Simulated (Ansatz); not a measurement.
Consider the substitution at a C–C bond: `CC(C)(C)C=O` + H–F → `CC(C)(F)C=O` + CH₄.

Isolated molecules relaxed with PBE0-D4/def2-TZVP in Ansatz; ΔE leaves out vibrations. CBS: MP2 limit from def2 TZ/QZ plus the TZ coupled-cluster correction, frozen cores. This one scheme is used for every species. Functionals use def2-TZVPP. B3LYP here is the variant with VWN-RPA as its local correlation; programs differ in this. HSE06 is defined as in plane-wave codes. One conformer a species, not always the lowest.

| level | ΔE (kJ/mol) | difference from CCSD(T)/CBS |
| --- | --- | --- |
| LDA (SPW92) | 18.0 | -9.5 |
| revPBE-D4 | 20.7 | -6.8 |
| BLYP-D4 | 5.8 | -21.7 |
| r2SCAN-D4 | 8.0 | -19.5 |
| B97M-V | 5.2 | -22.3 |
| PBE0-D4 | 18.6 | -8.9 |
| B3LYP-D4 | 8.6 | -18.9 |
| r2SCANh-D4 | 10.6 | -16.9 |
| r2SCAN0-D4 | 14.4 | -13.1 |
| HSE06-D4 | 18.3 | -9.2 |
| BHLYP-D4 | 9.2 | -18.3 |
| CAM-B3LYP-D4 | 5.5 | -22.0 |
| ωB97X-V | 9.8 | -17.7 |
| ωB97M-V | 12.9 | -14.6 |
| B2PLYP | 10.7 | -16.8 |
| PBE-QIDH | 25.0 | -2.5 |
| PBE | 7.3 | -20.2 |
| revPBE | 2.9 | -24.6 |
| BLYP | -8.0 | -35.5 |
| r2SCAN | 6.1 | -21.4 |
| PBE0 | 12.8 | -14.7 |
| B3LYP | -1.8 | -29.3 |
| r2SCANh | 8.6 | -18.9 |
| r2SCAN0 | 12.1 | -15.4 |
| HSE06 | 13.0 | -14.5 |
| BHLYP | 1.7 | -25.8 |
| CAM-B3LYP | -0.3 | -27.8 |
| LC-ωPBE | 11.3 | -16.2 |
| RPA@PBE/def2-TZVPP | 19.9 | -7.6 |
| HF/def2-SVP | -10.8 | -38.3 |
| MP2/def2-SVP | 24.0 | -3.5 |
| CCSD/def2-SVP | 11.9 | -15.6 |
| CCSD(T)/def2-SVP | 13.5 | -14.0 |
| HF/def2-TZVPP | -4.6 | -32.1 |
| MP2/def2-TZVPP | 37.3 | 9.8 |
| SCS-MP2/def2-TZVPP | 26.7 | -0.8 |
| CCSD(T)/def2-TZVPP | 24.8 | -2.7 |
| HF/def2-QZVPP | -4.0 | -31.5 |
| MP2/def2-QZVPP | 39.1 | 11.6 |
| CCSD/CBS(def2) | 24.9 | -2.6 |
| CCSD(T)/CBS | 27.5 | 0 |

Largest T1 diagnostic among the species: 0.013.

From r2SCAN to r2SCAN0 (25 % exact exchange), in def2-TZVPP and without D4, ΔE moves by +6.0 kJ/mol. At CCSD(T), def2-SVP lies −14.0 kJ/mol from the extrapolated value and def2-TZVPP −2.7 kJ/mol.

CCSD(T)/CBS has its own doubt, a few kJ/mol and more with outer-core shells, so smaller differences from it don't rank the levels.
